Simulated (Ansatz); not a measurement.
**How methods differ on SiCl2 (SMILES Cl[Si]Cl)**

SiCl2 has 3 atoms, charge 0, and is taken as a singlet. SMILES: `Cl[Si]Cl`. Geometry: relaxed at PBE0-D4/def2-TZVP.

```xyz
3

Cl    0.2938    1.6038    0.3380
Si   -0.7701   -0.0104   -0.4220
Cl    0.4763   -1.5934    0.0840
```

Each level gives the electronic atomisation energy (eV). The values are calculated. Electronic energies at fixed atoms, without zero-point motion or spin-orbit coupling.

| level | kind | program | value (eV) | less FCI/STO-3G | CPU time (all runs) |
| --- | --- | --- | --- | --- | --- |
| PBE/STO-3G | GGA | Ansatz | 11.36 | +2.28 | 2.2 s |
| HSE06/STO-3G | range-separated hybrid | Ansatz | 10.85 | +1.77 | 2.6 s |
| wB97M-V/STO-3G | range-separated hybrid | Ansatz | 11.05 | +1.97 | 26 s |
| RPA@PBE/STO-3G | RPA | Ansatz | 7.37 | -1.71 | 3.1 s |
| BCCD(T)/STO-3G | coupled cluster or CI | Ansatz | 9.07 | -0.01 | 0.54 s |
| CCSD(T)/STO-3G | coupled cluster or CI | Ansatz | 9.06 | -0.02 | 0.42 s |
| CCSDT/STO-3G | coupled cluster or CI | Ansatz | 9.07 | -0.01 | 0.82 s |
| FCI/STO-3G | exact in the basis | Ansatz | 9.08 | 0.00 | 0.56 s |

FCI/STO-3G is exact within its basis and frozen core, so for wave-function methods in that basis the difference is their error; functionals converge differently with the basis, so for them it is only a difference. The values span 7.37 to 11.36 eV. All rows use very small basis sets, so even the best lies far from the true value. Times are those of the runs behind each value, whatever else they computed, on shared processors of several kinds: orders of magnitude only.
